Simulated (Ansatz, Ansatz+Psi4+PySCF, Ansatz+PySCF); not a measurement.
```xyz
6

C     0.5707    0.8750    0.6489
C     0.0293   -0.2750   -0.0489
H    -0.0484    1.7309    0.8966
H     1.6131    0.9183    0.9468
H     0.0331   -0.3342   -1.1323
H    -0.3978   -1.1150    0.4889
```

Basis set: cc-pVTZ (spherical functions). Correlated methods keep 2 orbitals frozen. Correlation on ROHF uses semicanonical orbitals with singles. Charge 0, multiplicity 3.

Computed with Ansatz (development build ahead of 0.2.0); each method stands on the lowest determinant of its kind that the runs found.

The atomization energy at this shape (free ground-state atoms in the same class of orbitals less the molecule, no zero-point energy) of triplet C₂H₄:

```csv
method,atomization energy
UHF-CCSD(T),483.15 kcal/mol
ROHF-MP2,485.17 kcal/mol
UHF-MP2,484.11 kcal/mol
ROHF,385.98 kcal/mol
```

(1) What does UHF give?

## Answers

(1) 384.21 kcal/mol. Caution: another spin multiplicity may lie lower.
